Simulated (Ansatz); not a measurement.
## Two structures, one formula

Two relaxed structures of CH6MgSi, singlet (PBE0-D4/def2-TZVP; forces vanish, vibrations not checked).

A:

```
atom    x (Å)    y (Å)    z (Å)
  C1  -1.1170   1.5991  -1.3408
 Mg2  -0.1384   0.1894  -0.1608
 Si3   1.0840  -1.5543   1.3027
  H4  -2.0504   1.2050  -1.7562
  H5  -0.4992   1.9198  -2.1862
  H6  -1.3734   2.4983  -0.7709
  H7   2.5501  -1.6386   1.0167
  H8   0.5640  -2.9459   1.1271
  H9   0.9805  -1.2728   2.7683
```

B:

```xyz
9
angstrom
C -0.2098 0.2378 -0.0637
Mg 1.2014 -0.2304 -1.5276
Si 0.2675 -0.3350 1.6269
H 1.5732 0.2686 2.0325
H -1.1689 -0.2119 -0.3480
H -0.3559 1.3249 -0.0570
H 0.4647 -1.8164 1.6389
H 2.3307 -0.5946 -2.7493
H -0.7060 -0.0227 2.7155
```

Computed with Ansatz 0.2.0 (basis: def2-TZVPP); correlated methods freeze the cores. The outer core shell of Li, Na, Mg and K is correlated. The def2 sets are not built for correlating such inner shells, so the correlated values are less sure here. B3LYP uses VWN-RPA correlation.

Task: Which structure is lower at CCSD(T), and by how much? (Judge from chemistry; the value comes from the calculation.)

Result: By the calculation: A, by 0.116 eV (electronic energy, against the other). By their contacts, A is CH₆MgSi ([CH3][Mg][SiH3]) and B is CH₆MgSi ([MgH][CH2][SiH3]).

All methods give the same order:

```json
{"method": "PBE-D4", "E(B) − E(A) (eV)": "0.223"}
{"method": "r2SCAN-D4", "E(B) − E(A) (eV)": "0.135"}
{"method": "PBE0-D4", "E(B) − E(A) (eV)": "0.183"}
{"method": "B3LYP-D4", "E(B) − E(A) (eV)": "0.119"}
{"method": "wB97M-V", "E(B) − E(A) (eV)": "0.057"}
{"method": "HF", "E(B) − E(A) (eV)": "0.075"}
{"method": "MP2", "E(B) − E(A) (eV)": "0.041"}
{"method": "CCSD", "E(B) − E(A) (eV)": "0.116"}
{"method": "CCSD(T)", "E(B) − E(A) (eV)": "0.116"}
```

No T1 diagnostic of these runs exceeds 0.010.

Labels in which every atom is bracketed show which atoms are joined, not bond orders.

For scale, one of the runs: CCSD(T)/def2-TZVPP, 189 basis functions, launched by `ansatz run in.yaml --threads 2 --pin off --events-out ev --progress --plain --max-ram 4352MiB`. Hardware: 2 CPU threads of an Arm Neoverse V1, shared host. Wall time 57 s; peak host memory 2.1 GiB.
